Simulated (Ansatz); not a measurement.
We consider bcc Mo, described by r²SCAN in Ansatz (PAW).

Settings: plane-wave cutoff 500 eV, 2×2×2 k mesh, Fermi–Dirac smearing 0.1 eV, cell of 250 sites, scalar-relativistic PAW data made under PBE.

Question: Give the computed vacancy formation energy and vacancy formation energy before relaxation.

Answer: 
* **vacancy formation energy**: 2.96 eV
* **vacancy formation energy before relaxation**: 3.09 eV

Measured, for comparison: vacancy formation energy 3.12 ± 0.1 eV (midpoint of the printed range, monovacancy, our sources range from 3.12 to 3.60; as tabulated in Byggmästar et al. (2020), arXiv:2006.14365). Computed (rounded) less measured: vacancy formation energy not scored (sources differ).

Note: energies are extrapolated to zero smearing, and mesh and cell size move such values by some hundredths of an eV or more.

Static lattice: no zero-point or thermal effects.

Ansatz is an electronic-structure program.
